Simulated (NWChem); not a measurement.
All runs are NWChem calculations. System: OSi, charge 0, spin multiplicity 1, displaced from the optimised geometry. Level: PBE/cc-pVDZ, spin-restricted.

Input file:

```
start mol
memory heap 200 mb stack 900 mb global 1100 mb
geometry units angstroms nocenter noautoz noautosym
  Si     0.000000     0.000000     0.553938
  O      0.000000     0.000000    -1.121724
end
basis spherical
  * library cc-pvdz
end
dft
  xc xpbe96 cpbe96
  semidirect memsize 60000000 filesize 0
  iterations 100
end
task dft energy
```

NWChem printed:

```
             Northwest Computational Chemistry Package (NWChem) 7.3.0
             --------------------------------------------------------

                                NWChem Input Module
                                -------------------

 Scaling coordinates for geometry "geometry" by  1.889725989
 (inverse scale =  0.529177249)

                             Geometry "geometry" -> ""
                             -------------------------

 Output coordinates in angstroms (scale by  1.889725989 to convert to a.u.)

  No.       Tag          Charge          X              Y              Z
 ---- ---------------- ---------- -------------- -------------- --------------
    1 Si                  14.0000     0.00000000     0.00000000     0.55393800
    2 O                    8.0000     0.00000000     0.00000000    -1.12172400

 Effective nuclear repulsion energy (a.u.)      35.3698131771

            Nuclear Dipole moment (a.u.)
            ----------------------------
        X                 Y               Z
 ---------------- ---------------- ----------------
     0.0000000000     0.0000000000    -2.3029334732


 Summary of "ao basis" -> "" (spherical)
 ------------------------------------------------------------------------------
       Tag                 Description            Shells   Functions and Types
 ---------------- ------------------------------  ------  ---------------------
 *                          cc-pvdz                   on all atoms

  pbe96 is a nonlocal functional; adding pw91lda local functional.

                                 NWChem DFT Module
                                 -----------------

 Summary of "ao basis" -> "ao basis" (spherical)
 ------------------------------------------------------------------------------
       Tag                 Description            Shells   Functions and Types
 ---------------- ------------------------------  ------  ---------------------
 Si                         cc-pvdz                  8       18   4s3p1d
 O                          cc-pvdz                  6       14   3s2p1d

 Summary of "ao basis" -> "ao basis" (spherical)
[...]
 Vector   11  Occ=2.000000D+00  E=-2.638836D-01
              MO Center= -2.3D-08,  2.2D-08, -1.8D-01, r^2= 2.3D+00
   Bfn.  Coefficient  Atom+Function         Bfn.  Coefficient  Atom+Function
  ----- ------------  ---------------      ----- ------------  ---------------
    24      0.491034  2 O  pz                 4     -0.390961  1 Si s
    10     -0.354381  1 Si pz                27      0.321965  2 O  pz
    13     -0.138364  1 Si pz                 3     -0.131150  1 Si s
    21     -0.128422  2 O  s                 20     -0.055404  2 O  s
    16      0.045385  1 Si d  0               2      0.032260  1 Si s

 Vector   12  Occ=0.000000D+00  E=-1.102556D-01
              MO Center= -2.0D-09,  2.1D-09,  3.7D-01, r^2= 2.6D+00
   Bfn.  Coefficient  Atom+Function         Bfn.  Coefficient  Atom+Function
  ----- ------------  ---------------      ----- ------------  ---------------
    11      0.407494  1 Si px                12     -0.390285  1 Si py
     8      0.342792  1 Si px                 9     -0.328316  1 Si py
    22     -0.245413  2 O  px                23      0.235049  2 O  py
    25     -0.214101  2 O  px                26      0.205060  2 O  py
    17     -0.071889  1 Si d  1              15     -0.068853  1 Si d -1

 Vector   13  Occ=0.000000D+00  E=-1.102556D-01
              MO Center=  1.8D-10, -4.2D-10,  3.7D-01, r^2= 2.6D+00
   Bfn.  Coefficient  Atom+Function         Bfn.  Coefficient  Atom+Function
  ----- ------------  ---------------      ----- ------------  ---------------
    12      0.407494  1 Si py                11      0.390285  1 Si px
     9      0.342792  1 Si py                 8      0.328316  1 Si px
    23     -0.245413  2 O  py                22     -0.235049  2 O  px
    26     -0.214101  2 O  py                25     -0.205060  2 O  px
    15      0.071889  1 Si d -1              17     -0.068853  1 Si d  1

 Vector   14  Occ=0.000000D+00  E= 1.035896D-02
              MO Center= -4.5D-09,  4.3D-09,  4.6D-01, r^2= 3.4D+00
   Bfn.  Coefficient  Atom+Function         Bfn.  Coefficient  Atom+Function
  ----- ------------  ---------------      ----- ------------  ---------------
    13      0.895723  1 Si pz                21      0.508272  2 O  s
     4     -0.413527  1 Si s                 24      0.253842  2 O  pz
    10      0.244190  1 Si pz                16      0.244051  1 Si d  0
    27      0.217569  2 O  pz                20      0.109068  2 O  s
     3     -0.085379  1 Si s                  2      0.037404  1 Si s

 center of mass
 --------------
 x =   0.00000000 y =   0.00000000 z =  -0.10504966

 moments of inertia (a.u.)
 ------------------
         102.041710859103           0.000000000000           0.000000000000
           0.000000000000         102.041710859103           0.000000000000
           0.000000000000           0.000000000000           0.000000000000

     Multipole analysis of the density
     ---------------------------------

     L   x y z        total         alpha         beta         nuclear
     -   - - -        -----         -----         ----         -------
     0   0 0 0     -0.000000    -11.000000    -11.000000     22.000000

     1   1 0 0     -0.000000     -0.000000     -0.000000      0.000000
     1   0 1 0      0.000000      0.000000      0.000000      0.000000
     1   0 0 1      1.080910      1.691922      1.691922     -2.302933

     2   2 0 0    -12.400923     -6.200461     -6.200461      0.000000
     2   1 1 0     -0.000000     -0.000000     -0.000000      0.000000
     2   1 0 1     -0.000000     -0.000000     -0.000000      0.000000
     2   0 2 0    -12.400923     -6.200461     -6.200461      0.000000
     2   0 1 1      0.000000      0.000000      0.000000      0.000000
     2   0 0 2    -14.902683    -33.095119    -33.095119     51.287555

 Task  times  cpu:        0.8s     wall:        0.8s

 Total times  cpu:        0.8s     wall:        0.8s
```
